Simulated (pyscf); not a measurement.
Structures and frequencies: ωB97X-D3(BJ)/def2-SVP in PySCF.

How much does it cost (ΔH, 298 K, ωB97M-D3(BJ)/def2-TZVP) to split H₂N–Ti(I)(I)–I at its N–Ti bond into NH₂• + [I–Ti(I)–I]•?

N–Ti to NH₂• + [I–Ti(I)–I]•: 71.7 kcal/mol. The 7 functionals that were run give +66.9 (M06-2X) to +84.3 kcal/mol (PBE). The radicals are drawn with the spin at the cut bond; how far it spreads was not checked. Open-shell species with a d-block atom are single-reference here; other states, and whether the spin sits on metal or ligand, were not checked. Elements past Kr carry the def2 core potentials, without spin-orbit coupling.
